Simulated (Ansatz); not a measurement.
**quartet CH at 3 levels**

We compute a comparison of 3 runs (UPBE/def2-TZVPPD, RPA@PBE0/def2-TZVPPD, UCCSDT(Q)/def2-TZVPPD) of quartet CH. 

The results are computed with Ansatz 0.2.0.

36 further runs of the same task are left out: 1 that didn't finish, 35 set aside as unsound or not needed.

### Step 1. The molecule

CH: 2 atoms, total charge 0, spin state quartet. SMILES of the parent species: `[CH]`. The shape is that of a PBE0-D4/def2-TZVP optimisation. That shape belongs to the parent species and isn't relaxed for this state.

Bond lengths: C1–H2 1.122 Å.

### Step 2. The energy at UPBE/def2-TZVPPD (run 1)

File input.yaml:

```yaml
crystal:
  periodic: [false, false, false]
  atoms:
    - {symbol: C, position_ang: [0.000000, 0.000000, -0.004060]}
    - {symbol: H, position_ang: [-0.000000, -0.000000, 1.118400]}
basis:
  gaussian:
    orbitals: def2-TZVPPD.json
hamiltonian:
  xc: pbe
output: {orbitals: {seedname: orbitals}}
accuracy: high
magnetization:
  spin_polarized: true
  initial_magnetization: 3
```

The basis set def2-TZVPPD is read from a file made from the Basis Set Exchange's data (not shown).

The run is started by

```bash
ansatz run input.yaml --threads 1 --pin off --max-ram 3480MiB --events-out events.jsonl --progress --plain --runs-dir runs
```

What it wrote:

```text
Warning: RAYON_NUM_THREADS=1 ignored (pool sized by the plan → 1); use --threads N
Functional definition: PBE
  name "PBE"
  parameter kappa = 0.804
  parameter beta = 0.06672455060314922
  exchange = pbe_x(kappa = kappa, mu = beta*pi^2/3)
  correlation = pbe_c(beta = beta)
704 factors; integrals over basis functions are off by at most 3.7e-9 eV
mean field evaluation 1: about -1044.0240 eV, gradient 1.4e1 eV
mean field evaluation 2: about -1043.9994 eV, gradient 1.4e1 eV
mean field evaluation 4: about -1045.1237 eV, gradient 5.1e-1 eV
mean field evaluation 8: about -1045.1246 eV, gradient 9.3e-4 eV
mean field evaluation 16: about -1045.1246 eV, gradient 1.5e-8 eV
mean field -1045.12460366 eV, -38.4076207737 hartree, gradient 1.5e-8 eV, S^2 3.751520; 0 other end points of the search recorded, 0 dependent functions left out
reference -1045.12460644 eV, -38.4076208757 hartree; 5, 2 occupied and 49, 52 virtual orbitals, 704 factors
Total energy: -1045.12460644 eV, -38.4076208757 hartree
```

It took 0.78 s on 1 thread of Arm Neoverse V2, shared host; peak memory 0.098 GiB.

### Step 3. The energy at RPA@PBE0/def2-TZVPPD (run 2)

File in.yaml:

```yaml
crystal:
  periodic: [false, false, false]
  atoms:
    - symbol: C
      position_ang: [0.000000, 0.000000, -0.004060]
    - symbol: H
      position_ang: [-0.000000, -0.000000, 1.118400]
basis:
  gaussian:
    orbitals: def2-TZVPPD.json
magnetization:
  spin_polarized: true
  initial_magnetization: 3
hamiltonian:
  xc: pbe0
correlation:
  method: rpa
  frozen_orbitals: {C: 1, H: 0}
accuracy: high
```

The basis set def2-TZVPPD is read from a file made from the Basis Set Exchange's data (not shown).

The run is started by

```bash
ansatz run in.yaml --threads 1 --pin off --max-ram 3480MiB --events-out events.jsonl --progress --plain --runs-dir runs
```

What it wrote (excerpt; [...] marks lines left out):

```text
Warning: RAYON_NUM_THREADS=1 ignored (pool sized by the plan → 1); use --threads N
Functional definition: PBE0
  name "PBE0"
[...]
704 factors; integrals over basis functions are off by at most 3.7e-9 eV
[...]
mean field -1045.41167296 eV, -38.4181703758 hartree, gradient 5.3e-8 eV, S^2 3.751604; 0 other end points of the search recorded, 0 dependent functions left out
1 core orbitals not correlated: weight in the atoms' cores, before any rotation towards them, 1.000 or more for the frozen orbitals, at most 0.000 for the correlated occupied ones
reference -1041.78316944 eV, -38.2848253309 hartree; 4, 1 occupied and 49, 52 virtual orbitals, 704 factors
Total energy: -1046.18130819 eV, -38.4464539488 hartree
```

Wall time 1.1 s (1 thread of Arm Neoverse V2, shared host); peak memory 0.13 GiB.

### Step 4. The energy at UCCSDT(Q)/def2-TZVPPD (run 3)

File run.yaml:

```yaml
crystal:
  periodic: [false, false, false]
  atoms:
    - {symbol: C, position_ang: [0.000000, 0.000000, -0.004060]}
    - {symbol: H, position_ang: [-0.000000, -0.000000, 1.118400]}
basis:
  gaussian:
    orbitals: def2-TZVPPD.json
accuracy: high
total_charge: 0
correlation:
  method: ccsdt_q
  frozen_orbitals: {C: 1, H: 0}
scf:
  omitted_lower_state_checks: [cluster_reference, increment]
magnetization:
  spin_polarized: true
  initial_magnetization: 3
```

The basis set def2-TZVPPD is read from a file made from the Basis Set Exchange's data (not shown).

The run is started by

```bash
ansatz run run.yaml --threads 1 --pin off --max-ram 3480MiB --events-out events.jsonl --progress --plain --runs-dir runs
```

What it wrote (excerpt; [...] marks lines left out):

```text
Warning: RAYON_NUM_THREADS=1 ignored (pool sized by the plan → 1); use --threads N
Functional definition: HF
  name "HF"
[...]
704 factors; integrals over basis functions are off by at most 3.7e-9 eV
[...]
mean field -1041.89128234 eV, -38.2887984066 hartree, gradient 2.4e-8 eV, S^2 3.754255; 0 other end points of the search recorded, 0 dependent functions left out
1 core orbitals not correlated: weight in the atoms' cores, before any rotation towards them, 1.000 or more for the frozen orbitals, at most 0.000 for the correlated occupied ones
reference -1041.89128234 eV, -38.2887984066 hartree; 4, 1 occupied and 49, 52 virtual orbitals, 704 factors
second order -2.13605090 eV of doubles, -0.00000000 eV of singles
cycle   1  -2.44120932 eV  change   -3.1e-1 eV  update   4.3e-2
[...]
cycle  21  -2.65344065 eV  change  -4.1e-11 eV  update  1.5e-10
perturbative correction -0.00136743 eV, -0.0000502523 hartree
Total energy: -1044.54609042 eV, -38.3863608040 hartree
Checks for a lower state left out: cluster_reference, increment
```

Run time: 15 s. Hardware: 1 thread of Arm Neoverse V2, shared host; peak memory 0.31 GiB.

### Step 5. All runs side by side

| run | level | frozen core orbitals | energy (Eh) | ⟨S²⟩ | wall time |
| --- | --- | --- | --- | --- | --- |
| 1 | UPBE/def2-TZVPPD | – | -38.407621 | 3.752 | 0.78 s |
| 2 | RPA@PBE0/def2-TZVPPD | 1 | -38.446454 | 3.752 | 1.1 s |
| 3 | UCCSDT(Q)/def2-TZVPPD | 1 | -38.386361 | 3.754 | 15 s |

### Step 6. What came out

| quantity | value |
| --- | --- |
| run 3: total energy | -38.38636 Eh |
| run 3: correlation energy (1 core orbital frozen) | -97.6 mEh |
| run 3: ⟨S²⟩ of the reference determinant | 3.754 |
| run 3: T1 diagnostic | 0.023 |

All runs together took 17 s, the longest 15 s.
